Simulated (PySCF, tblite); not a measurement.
**C₄H₂N₂+ (doublet): geometry, infrared bands and EPR parameters**

Aim: predict the infrared bands and EPR parameters of C₄H₂N₂+ (doublet) (`[H]/N=C(/[C]=[CH+])C#N`).

Programs: tblite 0.8.0 and PySCF 2.14.0, with density-fitted response routines of our own. Each step states its level of theory. These are calculated values for one molecule in the gas phase, unless marked as measured. Atoms are numbered from 0 throughout.

**1. Starting geometry**

8 atoms, charge 1, multiplicity 2; geometry from: force field or distance geometry start.

Bonds of the start (Å): C0–C1 1.21, C1–C2 1.42, C2–N3 1.28, C2–C4 1.45, C4–N5 1.17, C0–H6 1.06, N3–H7 1.02.

**2. Relaxing the molecule with GFN2-xTB**

Job settings and geometry (Å):

```
{"job": {"kind": "relax", "xc": "GFN2-xTB", "basis": "xTB"}, "charge": 1, "multiplicity": 2}
C      2.213400     0.283100     0.191400
C      1.018100     0.084800     0.111400
C     -0.376000    -0.168400     0.039700
N     -0.777400    -1.227700     0.633700
C     -1.363800     0.646500    -0.632400
N     -2.174900     1.287600    -1.181100
H      3.254900     0.461300     0.258200
H     -1.785300    -1.357700     0.554500
```

Started as:

```bash
OMP_NUM_THREADS=1 python probes_run.py task.json out
```

The driver reads the jobs from task.json and runs them one after another.

**Question.** This job is followed by: GFN2-xTB harmonic vibrations, gas phase; UKS B3LYP, pcH-1 on C H N, non-relativistic, mean-field spin-orbit, GIAO. Predict these results of the whole session: strongest single infrared mode (GFN2-xTB); zero-point energy (GFN2-xTB); g(iso) (B3LYP); ⟨S²⟩; largest a(iso).

**Answer**, as computed:

```
                                 quantity                  value
strongest single infrared mode (GFN2-xTB)  2171 cm⁻¹, 283 km/mol
             zero-point energy (GFN2-xTB)          28.6 kcal/mol
                           g(iso) (B3LYP)                2.00520
                                     ⟨S²⟩     0.762 (exact 0.75)
                           largest a(iso)   14N on N3, 131.0 MHz
```

**Reading.** Over 35 steps the energy fell by 0.512 eV; of the close pairs, C2–N3 changed most, 1.279 to 1.235 Å. All 18 modes are real, so the xTB geometry is a minimum. The strongest single mode, at 2171 cm⁻¹, moves mainly C1 and C0. GFN2-xTB is a fitted tight-binding method: band positions and strengths are rough. Its intensities can rank the bands wrongly. N3 carries the largest spin population, 0.95 e. The isotropic g lies 2.9 ppt above the free-electron value.
